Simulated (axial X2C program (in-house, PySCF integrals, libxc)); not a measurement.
# HCl: cheaper levels and CCSD(T), 2c

Calculated with an in-house relativistic program for diatomic molecules. Two-component (2c) means X2C with spin–orbit coupling and atomic mean-field two-electron Coulomb and Gaunt terms. Basis: Cl dyall-av3z [9s8p3d2f], H dyall-v3z [6s2p1d] (cores contracted in-house); Gaussian nuclei, density fitting, unrestricted open shells. Masses: Cl 34.969 u, H 1.008 u.

State: Ω = 0 (closed shell); fragments Cl + H.

```csv
level,Re (Å),ωe (cm⁻¹),De (eV)
PBE0,1.281,2986.2,4.51
HF,1.267,3132.2,3.24
MP2,1.275,3042.0,4.51
CCSD,1.277,3012.5,4.45
M06,1.283,2958.0,4.51
```

Correlated methods: 8 electrons correlated (number of frozen shells: Cl 2 s, 1 p; H none), 128 virtual spin orbitals or spinors in MP2, 90 natural virtuals in coupled cluster.

CCSD(T), same Hamiltonian and basis:

Re = 1.279 Å, ωe = 2990.0 cm⁻¹, De = 4.50 eV; T1 = 0.006 (Lee–Taylor normalisation).

**Question.** Give the differences from CCSD(T) in the columns below.

**Answer.** 

```tsv
level	ΔRe (Å)	Δωe (cm⁻¹)	ΔDe (eV)
PBE0	0.002	-4	0.01
HF	-0.012	142	-1.26
MP2	-0.004	52	0.01
CCSD	-0.002	22	-0.05
M06	0.004	-32	0.01
```

The state is one determinant whose occupation by symmetry is held fixed; it was picked as the lowest of a PBE0 search that is not exhaustive. Closed shells are restricted here (equal orbitals for both partners); the stretched side of such a curve lies too high. Dissociation energies refer to the lowest single-determinant-based atoms at the same level and basis. CCSD and (T) use frozen natural virtuals with an MP2 correction for the truncation; (T) itself is uncorrected, so its De runs slightly low. In 2c an atomic determinant is not the ground J level, so De misses part of the atomic spin–orbit lowering. This holds for PBE0. The functionals have no current-density term, which raises determinants with orbital currents, atoms included.
